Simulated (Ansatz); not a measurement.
Consider the formal loss of a carbene: `C[Si]O` → `[CH2]` (triplet) + `O[SiH]`.

Computed with Ansatz on PBE0-D4/def2-TZVP structures; ΔE is electronic, products minus reactants. CBS: def2 TZ/QZ extrapolation, frozen cores. Functionals use def2-TZVPP. Triplets are unrestricted, without spin–orbit coupling. One conformer a species, not always the lowest.

```json
{"level": "r2SCAN-D4", "ΔE (kJ/mol)": "465.3", "difference from CCSD(T)/CBS": "-18.0"}
{"level": "B97M-V", "ΔE (kJ/mol)": "485.3", "difference from CCSD(T)/CBS": "2.0"}
{"level": "ωB97X-V", "ΔE (kJ/mol)": "492.8", "difference from CCSD(T)/CBS": "9.5"}
{"level": "PBE-QIDH", "ΔE (kJ/mol)": "480.8", "difference from CCSD(T)/CBS": "-2.5"}
{"level": "r2SCAN", "ΔE (kJ/mol)": "464.0", "difference from CCSD(T)/CBS": "-19.3"}
{"level": "CCSD/def2-SVP", "ΔE (kJ/mol)": "443.1", "difference from CCSD(T)/CBS": "-40.2"}
{"level": "SCS-MP2/def2-TZVPP", "ΔE (kJ/mol)": "482.2", "difference from CCSD(T)/CBS": "-1.1"}
{"level": "HF/CBS(def2)", "ΔE (kJ/mol)": "331.6", "difference from CCSD(T)/CBS": "-151.7"}
{"level": "CCSD/cc-pV(Q+d)Z", "ΔE (kJ/mol)": "465.6", "difference from CCSD(T)/CBS": "-17.7"}
{"level": "CCSD(T)/cc-pV(Q+d)Z", "ΔE (kJ/mol)": "478.0", "difference from CCSD(T)/CBS": "-5.3"}
{"level": "CCSD(T)/CBS", "ΔE (kJ/mol)": "483.3", "difference from CCSD(T)/CBS": "0"}
```

Largest T1 diagnostic among the species: 0.016.

Leaving LDA and LC-ωPBE aside and taking each functional with its dispersion term where it has one, the values, not all of them listed here, spread over 32.2 kJ/mol, from r2SCAN0-D4 to ωB97X-V. LDA lies +73.0 kJ/mol from PBE without D4. From r2SCAN to r2SCAN0 (25 % exact exchange), in def2-TZVPP and without D4, ΔE moves by −4.8 kJ/mol.
